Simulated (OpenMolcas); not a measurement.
**C2H5B: a line through the functionals**

C2H5B: 8 atoms, total charge 0, spin state singlet. SMILES: `BC=C`. Geometry: relaxed at PBE0-D4/def2-TZVP.

The HOMO–LUMO gap y, in eV, basis 6-311+G(d,p); a is the functional's share of exact exchange. Programs: OpenMolcas 26.06.

| functional | program | a | y (eV) |
| --- | --- | --- | --- |
| TPSS | OpenMolcas | 0 | 4.56 |
| BLYP | OpenMolcas | 0 | 4.35 |
| B3LYP | OpenMolcas | 0.2 | 5.96 |
| PBE0 | OpenMolcas | 0.25 | ? |
| BHLYP | OpenMolcas | 0.5 | 8.31 |

Problem. Fit y = c + s·a to the known rows and predict PBE0.

Solution. 
1. Means of the 4 rows: a = 0.1750, y = 5.795.
2. Σ(Δa)² = 0.1675, Σ(Δa·Δy) = 1.2905, so the slope is 1.2905/0.1675 = 7.7045.
3. Intercept: 5.795 − (7.7045) × 0.1750 = 4.447. The largest residual of the fit is 0.11.
4. PBE0: 4.447 + (7.7045) × 0.25 = 6.37 eV.

The run gave 6.40 eV, so the prediction is off by -0.03 eV, within the largest residual. Exact exchange lowers occupied levels and raises empty ones. The rows mix families of semi-local functionals, which the line can't see.
